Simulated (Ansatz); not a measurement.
Cost and result for the atomization energy of `[SiH3]NP` (9 atoms, 8 bonds).

Z-matrix (Å, degrees):
```
Si
N 1 1.726
H 1 1.486 2 108.0
H 1 1.488 2 110.7 3 120.3
H 1 1.488 2 110.7 3 -120.4
P 2 1.705 1 126.5 3 180.0
H 2 1.006 1 119.7 3 0.1
H 6 1.426 2 100.3 1 47.3
H 6 1.426 2 100.3 1 -47.0
```

Total charge 0; spin multiplicity 1. All single points use the PBE0-D4/def2-TZVP geometry. It is one conformer, not always the lowest. Program: Ansatz. All runs use 2 threads of an Arm Neoverse V1 on a shared host. Times are those of one run each, without the atoms' runs, and a repeat can differ threefold. Electronic energies, without spin–orbit coupling; frozen cores. CCSD(T)/CBS adds CCSD(T) − MP2 in def2-TZVPP to the MP2 limit, and its time is that of the two runs behind it. T1 = 0.012. HSE06 is the plane-wave form, built on full-range PBE exchange.

CCSD(T)/CBS is a level of theory with its own doubt, some kJ/mol a heavy atom from the limit and from the frozen cores, so smaller differences don't rank the functionals.

```tsv
level	functions	wall time	atomization (kJ/mol)	difference from CCSD(T)/CBS	per bond
CCSD(T)/def2-SVP	80	1.8 s	2444.3	-245.5	-30.7
PBE-D4/def2-TZVPP (with forces)	199	2.8 s	2687.4	-2.4	-0.3
PBE0-D4/def2-TZVPP	199	3 s	2656.2	-33.6	-4.2
HSE06-D4/def2-TZVPP	199	3.2 s	2657.7	-32.1	-4.0
BHLYP-D4/def2-TZVPP	199	3.2 s	2653.9	-35.9	-4.5
CAM-B3LYP-D4/def2-TZVPP	199	3.5 s	2718.1	28.3	3.5
PBE-QIDH/def2-TZVPP	199	5.5 s	2632.7	-57.1	-7.1
r2SCAN-D4/def2-TZVPP (with forces)	199	6 s	2667.4	-22.4	-2.8
B2PLYP/def2-TZVPP	199	6 s	2657.7	-32.1	-4.0
B97M-V/def2-TZVPP	199	12 s	2704.5	14.7	1.8
MP2/def2-QZVPP	377	22 s	2635.6	-54.2	-6.8
CCSD(T)/def2-TZVPP	199	47 s	2600.1	-89.7	-11.2
CCSD(T)/CBS(def2)	–	69 s	2689.8	0.0	0.0
```

In def2-TZVPP, CCSD(T) changes the Hartree–Fock value by +710.4 kJ/mol (the triples alone add +30.7 kJ/mol) and MP2 by +691.8 kJ/mol; breaking electron pairs costs correlation energy, which Hartree–Fock lacks. From PBE to PBE0 (25 % exact exchange), in def2-TZVPP and without D4, the atomization energy moves by −28.3 kJ/mol: exact exchange takes away binding that semilocal exchange gives to molecules. At CCSD(T), def2-SVP lies −245.4 kJ/mol from the extrapolated value and def2-TZVPP −89.6 kJ/mol: correlation converges slowly with the basis, and small sets miss more of it in the bonded molecule than in its fragments.
